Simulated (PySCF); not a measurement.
# C5H10O (pentanal): the cost of one run

The runs use PySCF 2.14.0, with density-fitted response routines of our own; the level of theory stands in each step. All values are computed, except where a source is named. Atoms are numbered from 0 throughout.

## Step 1: The starting structure

16 atoms, charge 0, multiplicity 1; geometry from: MMFF94s.

Bonds of the start (Å): C0–C1 1.52, C1–C2 1.53, C2–C3 1.53, C3–C4 1.51, C4–O5 1.23, C0–H6 1.09, C0–H7 1.09, C0–H8 1.09, C1–H9 1.10, C1–H10 1.10, C2–H11 1.10, C2–H12 1.10, C3–H13 1.10, C3–H14 1.10, C4–H15 1.10.

## Step 2: Relaxing the molecule at PBE0-D3(BJ)/def2-SVP

The job: settings as JSON, then the geometry in Å.

```
{"job": {"xc": "PBE0", "basis": "def2-SVP", "d3": "d3bj", "grid": 1, "kind": "geom"}, "charge": 0, "multiplicity": 1}
C     -2.362871     0.267506    -0.187908
C     -1.107875    -0.286326     0.467671
C      0.155176     0.195131    -0.244682
C      1.411723    -0.362552     0.415880
C      2.678394     0.095664    -0.265994
O      2.718193     0.834334    -1.244056
H     -2.368762     1.361870    -0.161968
H     -3.254105    -0.089516     0.337592
H     -2.433541    -0.052128    -1.232503
H     -1.084183     0.024531     1.518639
H     -1.148606    -1.381716     0.453976
H      0.125029    -0.110422    -1.298062
H      0.189272     1.291786    -0.236445
H      1.467680    -0.043867     1.462331
H      1.402910    -1.457588     0.391999
H      3.611567    -0.286706     0.182578
```

On the command line:

```sh
$ OMP_NUM_THREADS=1 python probes_run.py task.json out
```

This one command runs all jobs of the session in turn.

Q: Estimate the wall time and peak memory of this first job on 1 thread of Arm Neoverse V2, shared host.

About 47 s, with a peak of 0.51 GiB.
